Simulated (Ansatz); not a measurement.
**MgV₂O₆: experiment and calculation**

**What was measured.**

“Exploring the coordination change of vanadium and structure transformation of metavanadate MgV2O6 under high pressure”, 2016, pmc:5141448 reports, for a powder of MgV2O6 at 300 K: bulk modulus 53.1 ± 5.4 GPa.

How close the calculation comes is told below.

Theory: DFT PBEsol, scalar-relativistic, plane waves, PAW (Ansatz).

Plane waves to 420 eV, a k mesh through Γ of 8×8×4 on the computed 9-atom cell and Gaussian smearing (0.02 eV); no spin polarisation.

Relaxed structure, symmetry kept:

```cif
data_structure
_symmetry_space_group_name_H-M 'C2/m'
_symmetry_Int_Tables_number 12
_cell_length_a 9.2761
_cell_length_b 3.4599
_cell_length_c 6.7095
_cell_angle_alpha 90.000
_cell_angle_beta 112.845
_cell_angle_gamma 90.000
_cell_volume 198.45
loop_
_atom_site_label
_atom_site_type_symbol
_atom_site_symmetry_multiplicity
_atom_site_Wyckoff_symbol
_atom_site_fract_x
_atom_site_fract_y
_atom_site_fract_z
_atom_site_occupancy
Mg1 Mg 2 a 0.00000 0.00000 0.00000 1
V1 V 4 i 0.80977 0.00000 0.34760 1
O1 O 4 i 0.96545 0.00000 0.28166 1
O2 O 4 i 0.69101 0.00000 0.56211 1
O3 O 4 i 0.65339 0.00000 0.11414 1
```

- Space group: C2/m (No. 12)
- Volume per atom: 11.02 Å³
- Formation energy from the elements' standard states (uncorrected): -2.496 eV/atom
- Kohn–Sham band gap: 2.62 eV, indirect from (0.052, 0.443, 0.375) to (0.109, 0.479, 0.406) (the valley at (-0.679, -0.321, 0.000) lies within 0.03 eV, so the order isn't resolved)
- Löwdin character of the top 1 eV of the valence band: O 2p 95 %
- Löwdin character of the lowest 1 eV of the conduction band: V 3d 71 %, O 2p 24 % (semilocal functionals without a Hubbard U place empty 3d levels too low)
- Electron masses at the edge by Cartesian direction of the standard setting (m_e; degenerate bands sorted by energy; no spin-orbit coupling): x: 2.1; y: 0.93; z: 5.2
- Hole masses at the edge by Cartesian direction of the standard setting (m_e; degenerate bands sorted by energy; no spin-orbit coupling): x: 0.97; y: 3.8; z: 2.5
- Bader charges (e): Mg (1 in the cell) 1.76, V (2 in the cell) 2.21, O (2 in the cell) -0.99, O (2 in the cell) -1.05, O (2 in the cell) -1.05

A ferromagnetic start lost its moments in a first run, so spin was left out; other magnetic orders weren't tried.

Measured bulk modulus of MgV2O6: 53.1 GPa (300 K; powder; the paper above). This calculation gives 41 GPa (-22.2 %). The calculation is for 0 K without zero-point motion. Lattice constants aren't compared, since papers order the axes of such cells in different ways.

Cost: 8 runs of about 24 core-minutes in all, on Intel Xeon Platinum 8259CL (Skylake/Cascade Lake) (shared hosts).